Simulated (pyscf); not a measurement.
## Four-centre exchange: SnH₂ (SMILES [SnH2]) [singlet] + HCl (SMILES Cl) -> Cl–SnH: (SMILES [Cl][SnH]) [singlet] + H₂ (SMILES [H][H])

Gas phase, singlet surface, charge 0. Bonds broken: Sn1–H2, Cl4–H5. Bonds formed: Sn1–Cl4, H2–H5. PySCF, gas phase, ωB97X-D3(BJ)/def2-SVP geometries.

Transition state (Å):

```xyz
5

Sn     0.4056     0.5031     0.5263
H     -1.3428     0.5528     1.2750
H     -0.0600    -1.0016    -0.2748
Cl    -1.4716     1.7884    -0.9832
H     -1.6806     1.1097     0.3176
```

One imaginary mode, 997i cm⁻¹; descent along it reached the two sides named, in the forms told below.

```csv
bond,change,reactant side (Å),saddle,product side
Sn1–H2,breaks,1.778,1.903,2.7
Cl4–H5,breaks,1.288,1.482,3.0
Sn1–Cl4,forms,2.9,2.7,2.388
H2–H5,forms,2.9,1.158,0.763
```

Electronic energies relative to the separated reactants (kJ/mol):

```csv
level,barrier,reaction energy,reverse barrier
ωB97X-D3(BJ)/def2-TZVP,-22.8,-138.7,115.9
PBE/def2-TZVP,-42.1,-129.0,86.9
r²SCAN/def2-TZVP,-40.3,-133.4,93.1
B3LYP-D3(BJ)/def2-TZVP,-24.6,-131.8,107.3
PBE0-D3(BJ)/def2-TZVP,-31.7,-125.2,93.5
M06-2X/def2-TZVP,-19.5,-141.1,121.6
ωB97M-D3(BJ)/def2-TZVP,-8.8,-119.8,111.0
HF/def2-TZVP,52.7,-113.3,165.9
```

With ωB97M-D3(BJ)/def2-TZVP energies and thermal terms (ideal gas, 1 atm, RRHO with modes under 100 cm⁻¹ raised to 100, one conformer, R ln 2 for chiral ones without a mode under 150 cm⁻¹), in kJ/mol:

```
T (K)    ΔH‡    ΔG‡      ΔH      ΔG
-----  -----  -----  ------  ------
298    -10.3   27.0  -120.3  -116.6
600    -11.6   65.5  -118.0  -113.9
900    -10.5  103.9  -116.6  -112.1
1200    -8.8  141.7  -116.1  -110.7
```

On the reactant side the descent ends in a bound adduct, 38.2 kJ/mol under the separated species and 15.4 kJ/mol under the saddle at ωB97X-D3(BJ)/def2-TZVP. At ωB97X-D3(BJ)/def2-TZVP, PBE, r²SCAN, B3LYP-D3(BJ), PBE0-D3(BJ), M06-2X, ωB97M-D3(BJ) the saddle lies under the separated reactants, which points to a path from their complex (located at ωB97X-D3(BJ) alone). One saddle was located; it need not be the lowest between these sides. Elements past Kr carry the def2 core potentials, without spin-orbit coupling.
